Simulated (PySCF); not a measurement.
**SMILES C#CP(C)(C)=O, C4H7OP**

Geometry:
```
atom   x (Å)   y (Å)   z (Å)
  C1   2.691  -0.549   0.279
  C2   1.542  -0.537  -0.169
  P3  -0.133  -0.022  -0.674
  C4  -1.233  -1.154   0.321
  C5  -0.432   1.616   0.049
  O6  -0.322  -0.067  -2.111
  H7   3.750  -0.739   0.299
  H8  -0.969  -1.209   1.358
  H9  -2.315  -0.910   0.141
 H10  -1.197  -2.163  -0.125
 H11   0.457   2.279  -0.194
 H12  -1.355   1.958  -0.402
 H13  -0.596   1.312   1.152
```

The calculation used GIAO wB97X-D/pcSseg-1 magnetisability, rotational g tensor and spin-rotation constants, non-relativistic, gas phase (PySCF). Geometry: GFN2-xTB, normal-mode sample at 300 K.

How diamagnetic is it, and how anisotropic?

Isotropic -1076 × 10⁻³⁰ J/T², or -64.8 × 10⁻⁶ cm³/mol; principal values -1121, -1065, -1042 × 10⁻³⁰ J/T², anisotropy 70 × 10⁻³⁰ J/T² (root of half the summed squared differences of the principal values). The susceptibility is in cgs units.

Split it along the inertial axes a, b, c into diamagnetic and paramagnetic parts about the centre of mass, with the quadrupole moment.


| axis | χ (10⁻⁶ cm³/mol) | diamagnetic (10⁻⁶ cm³/mol) | paramagnetic (10⁻⁶ cm³/mol) | summed x² of all electrons (Å²) | quadrupole Θ (D Å) |
| --- | --- | --- | --- | --- | --- |
| a | -66.5 | -423.3 | 356.8 | 102.6 | +9.21 |
| b | -62.8 | -633.2 | 570.4 | 53.1 | +0.63 |
| c | -65.0 | -660.9 | 595.8 | 46.6 | -9.84 |

Anisotropies 2χaa − χbb − χcc = -5.1 and 2χbb − χaa − χcc = +5.9 × 10⁻⁶ cm³/mol. Θ is traceless in Buckingham's convention.

And the rotational g tensor?


| axis | rotational constant (GHz) | g | nuclear part | electronic part |
| --- | --- | --- | --- | --- |
| a | 3.7820 | -0.0261 | 0.6078 | -0.6339 |
| b | 2.1914 | -0.0137 | 0.5735 | -0.5872 |
| c | 2.1241 | -0.0049 | 0.5897 | -0.5946 |

Asymmetric top; isotopes 12C, 1H, 16O, 31P; no vibrational averaging.
